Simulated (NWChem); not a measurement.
## Correlation energy of CN (-1)

```xyz
2

C      0.0000     0.0000     0.6413
N      0.0000     0.0000    -0.5497
```
Charge -1, spin multiplicity 1.

Everything below was run with NWChem. All single points use one geometry, from PBE/def2-SVP, a minimum by its harmonic frequencies.

Basis set: def2-SVPD. Each correlation energy counts from its own Hartree-Fock reference.

The correlated methods keep 2 core orbitals frozen. The structure started from a generated list of species. The anion's geometry comes from a basis without diffuse functions. Coupled-cluster values serve here as a point of comparison, not as the truth.

Q: For the correlation energy, MP2 gives -297.6 mHa and CR-CCSD[T] gives -314.6 mHa. What do SCS-MP2, CCSD+T(CCSD), CCSD give?

A: SCS-MP2: -288.4 mHa; CCSD+T(CCSD): -317.9 mHa; CCSD: -302.1 mHa.
